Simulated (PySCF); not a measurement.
Here is a computed PBE0-D3(BJ)/def2-SVP geometry (Å):
```
atom  x, y, z in Å
C1    -1.553   -0.491    0.042
N2    -0.411    0.089   -0.606
P3     1.042    0.068   -0.049
H4    -1.490   -1.593    0.166
H5    -2.453   -0.301   -0.566
H6    -1.765   -0.073    1.049
H7     1.762   -1.166    0.163
H8     1.912    0.742   -0.934
H9     1.384    0.688    1.209
```

Neutral, closed shell.

(1) Read off the bonds between heavy atoms and their formal orders.

(2) Give the structure as a SMILES string.

(3) What is the point group of this geometry?

(4) Describe the place of each heavy atom.

(5) What is the arrangement about C1?

(6) What is the arrangement about N2?

## Answers

(1) C1–N2 1.44 Å (single); N2–P3 1.56 Å (double). Bonds to hydrogen (Å): C1–H4 1.11; C1–H5 1.10; C1–H6 1.11; P3–H7 1.44; P3–H8 1.41; P3–H9 1.44. The orders are those of one drawing; other resonance forms can be drawn.

(2) `CN=[PH3]`, CH6NP.

(3) Cs (tolerance 0.08 Å).

(4) C1: N-methyl carbon; N2: nitrogen bonded to C and P; P3: phosphorus bonded to N and 3 H.

(5) It has 4 neighbours (N2, H4, H5, H6) and is distorted tetrahedral (angles from 106.2° to 114.1°).

(6) It has 2 neighbours (C1, P3) and is bent (angle 125.2°).
